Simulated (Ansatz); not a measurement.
Results of r²SCAN (PAW; Ansatz, a first-principles code) for fcc Rh.

A relaxed, unreconstructed slab of the (100) face has 8 atoms, two equal faces of 7.226 Å² each and an energy of -51319.7830 eV. A bulk cell of 2 atoms with the same orientation and in-plane k mesh has -12830.5461 eV. Energies are extrapolated to zero smearing.

Numerical settings: plane-wave cutoff 500 eV, 20×20×1 k mesh (along the axes of the cell as run), Fermi–Dirac smearing 0.1 eV, scalar-relativistic PAW data made under PBE.

Worked out: γ = (E_slab − N E_bulk per atom)/2A = [-51319.7830 − 8 × (-12830.5461/2)]/(2 × 7.226) = 0.1662 eV/Å². With 16.022 J/m² per eV/Å² this is 2.66 J/m², or 1.20 eV per surface cell and face.
